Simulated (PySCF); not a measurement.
# CH₅FS, a complex of two parts: interaction energy

Aim: the interaction energy of `CF` with `S`.

Programs: PySCF 2.14.0. All values are calculated, for the isolated system unless a continuum is named. Atoms count from 0, parts from 1.

## 1. Starting point

8 atoms, charge 0, multiplicity 1; geometry: GFN2-xTB. Parts: 1 = atoms 0–4, `CF`, charge 0; 2 = atoms 5–7, `S`, charge 0.

## 2. Optimising the geometry at PBE0-D3(BJ)/def2-SVPD

What the job is given:

```
{"job": {"xc": "PBE0", "basis": "def2-SVPD", "d3": "d3bj", "grid": 2, "kind": "geom", "shake": 0.01}, "charge": 0, "multiplicity": 1, "parts": [{"atoms": "0-4", "charge": 0, "multiplicity": 1}, {"atoms": "5-7", "charge": 0, "multiplicity": 1}]}
C     -0.099052    -0.112694     0.001740
F      1.219177    -0.098694     0.248550
H     -0.660930    -0.186977     0.941144
H     -0.330502     0.862653    -0.487098
H     -0.344597    -0.935201    -0.669297
S      1.598876     3.253249    -0.680374
H      2.467736     3.072200    -1.676010
H      2.044619     2.167052    -0.054842
```

On the command line:

```bash
$ OMP_NUM_THREADS=1 python cluster_run.py task.json out
```

This one command runs all jobs of the session in turn.

**Question.** The jobs that follow are: CCSD(T)/aug-cc-pVDZ and MP2/aug-cc-pVTZ counterpoise interaction energy, frozen core, gas phase. Predict: point group; rotational constants (main isotopes); interaction energy, CCSD(T) limit estimate; MP2/aug-cc-pVTZ; T1 diagnostic.

As calculated:

```
                                  quantity                  value
                               point group                     C1
      rotational constants (main isotopes)  24.95, 2.25, 2.12 GHz
interaction energy, CCSD(T) limit estimate         -2.20 kcal/mol
                           MP2/aug-cc-pVTZ         -2.18 kcal/mol
                             T1 diagnostic                 0.0110
```

Relaxing lowered the energy by 0.068 eV in 9 steps; the bond of the start that moved most is C0–F1, from 1.341 to 1.384 Å. No frequency check was run at this level, so the end point may be a saddle. The estimate adds CCSD(T) less MP2 in the small basis (+0.14 kcal/mol) to extrapolated MP2. Hartree-Fock gives -0.28 against -2.20 kcal/mol, so correlation carries most of the binding.
